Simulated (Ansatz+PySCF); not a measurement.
A calculation with Ansatz (development build ahead of 0.2.0).

```yaml
crystal:
  periodic: [false, false, false]
  atoms:
    - { symbol: O, position_ang: [0.0, 0.0, -0.11966] }
    - { symbol: H, position_ang: [0.0, 1.13126, 0.7778] }
    - { symbol: H, position_ang: [0.0, -0.75417, 0.47865] }
basis:
  gaussian: { orbitals: cc-pVDZ }
magnetization:
  spin_polarized: true
hamiltonian:
  xc: pbe
scf:
  omitted_lower_state_checks: [starts, atomic_configurations, cluster_reference, orbital_swaps, given_window_search, neighbouring_geometries, increment]
```

The input is written out in the form of the current development build from the run's settings.

Results

```json
{
 "Converged": "yes",
 "Total energy": "-76.25613 hartree",
 "Stability test": "minimum"
}
```
